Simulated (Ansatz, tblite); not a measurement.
**The cluster Si₂F₂: rung by rung**

An exercise on one series of results from a longer session: the logs are not shown, and one member is left open.

Computed with Ansatz 0.2.0, Gaussian basis. Level: as each input shows.

Plan: GFN1-xTB, GFN2-xTB, PBE-D4/def2-TZVP, r2SCAN-D4/def2-TZVP, CAM-B3LYP-D4/def2-TZVP, LDA/def2-TZVP, BHLYP-D4/def2-TZVP, PBE-QIDH/def2-TZVP, r2SCAN0-D4/def2-TZVP, PBE-D4/def2-SVP, PBE0-D4/def2-SVP, HF/STO-3G, HF/6-31G, B3LYP-D4/6-31G, PBE0-D4/def2-TZVPD, PBE-D4/def2-TZVPD, r2SCAN-D4/def2-TZVPD, CCSD(T)/def2-TZVPP, MP2/def2-TZVP, RPA/def2-TZVP, CCSD(T)/def2-TZVPD.

### The relaxed structure

The geometry is that of the singlet, from an earlier relaxation (B3LYP-D4/def2-TZVP). At that level it is the lowest of the isomers that a small search found.

4 atoms, charge 0, spin multiplicity 1.

Bond lengths: Si1–Si2 2.568 Å, Si1–F3 1.641 Å, Si2–F4 1.641 Å. Angles: Si2–Si1–F3 89.1°, Si1–Si2–F4 89.0°.

PBE0-D4/def2-TZVP was run before; its log isn't repeated, and its numbers join the tables.

The first run:

Tight binding, by tblite at 300 K electronic temperature and without a spin-polarisation term:

```python
tblite.interface.Calculator('GFN1-xTB', numbers, positions, charge=0, uhf=0).singlepoint()
```

Tight binding, by tblite at 300 K electronic temperature and without a spin-polarisation term:

```python
tblite.interface.Calculator('GFN2-xTB', numbers, positions, charge=0, uhf=0).singlepoint()
```

start.molden holds the orbitals of an earlier run on this state, given as this run's starting guess.

Contents of in.yaml:

```yaml
crystal:
  periodic: [false, false, false]
  atoms:
    - {symbol: Si, position_ang: [1.053055, -0.840381, -0.377734]}
    - {symbol: Si, position_ang: [-1.356800, 0.047139, -0.347103]}
    - {symbol: F, position_ang: [1.590618, 0.698214, -0.566792]}
    - {symbol: F, position_ang: [-1.286872, 0.095029, 1.291640]}
basis:
  gaussian: {orbitals: def2-TZVP, initial_orbitals: start.molden}
hamiltonian: {xc: pbe, dispersion: d4}
scf: {omitted_lower_state_checks: [starts]}
output: {orbitals: {seedname: orbitals}}
```

Started as:

```console
$ ansatz run in.yaml --threads 4 --pin off --events-out ev --progress --plain --max-ram 3916MiB
```

Steps of the session up to this table: PBE-D4/def2-TZVP; r2SCAN-D4/def2-TZVP; CAM-B3LYP-D4/def2-TZVP; LDA/def2-TZVP; BHLYP-D4/def2-TZVP; PBE-QIDH/def2-TZVP; r2SCAN0-D4/def2-TZVP; PBE-D4/def2-SVP; PBE0-D4/def2-SVP; HF/STO-3G; HF/6-31G; B3LYP-D4/6-31G; PBE0-D4/def2-TZVPD; PBE-D4/def2-TZVPD; r2SCAN-D4/def2-TZVPD; CCSD(T)/def2-TZVPP; MP2/def2-TZVP; RPA/def2-TZVP; CCSD(T)/def2-TZVPD.

One of the session's tables, all rows but one given; the rest of the session is left out.

| level | HOMO (eV) | gap (eV) |
| --- | --- | --- |
| HF/STO-3G | -3.10 | 9.67 |
| HF/6-31G | -7.56 | 7.60 |
| LDA/def2-TZVP | -4.51 | 0.60 |
| PBE-D4/def2-SVP | -4.30 | 0.72 |
| PBE-D4/def2-TZVP | -4.40 | 0.70 |
| PBE-D4/def2-TZVPD | -4.51 | 0.71 |
| r2SCAN-D4/def2-TZVP | -4.58 | 0.95 |
| r2SCAN-D4/def2-TZVPD | -4.65 | 0.96 |
| B3LYP-D4/6-31G | -5.24 | 2.05 |
| PBE0-D4/def2-SVP | -5.30 | 2.52 |
| PBE0-D4/def2-TZVP | -5.35 | 2.48 |
| PBE0-D4/def2-TZVPD | ? | ? |
| r2SCAN0-D4/def2-TZVP | -5.45 | 2.62 |
| BHLYP-D4/def2-TZVP | -6.16 | 4.25 |
| CAM-B3LYP-D4/def2-TZVP | -6.47 | 4.76 |

Estimate the missing values for PBE0-D4/def2-TZVPD.

The run gave: HOMO (eV): -5.43; gap (eV): 2.48. In the column «HOMO (eV)» it lies between r2SCAN0-D4/def2-TZVP (-5.45) and PBE0-D4/def2-TZVP (-5.35).
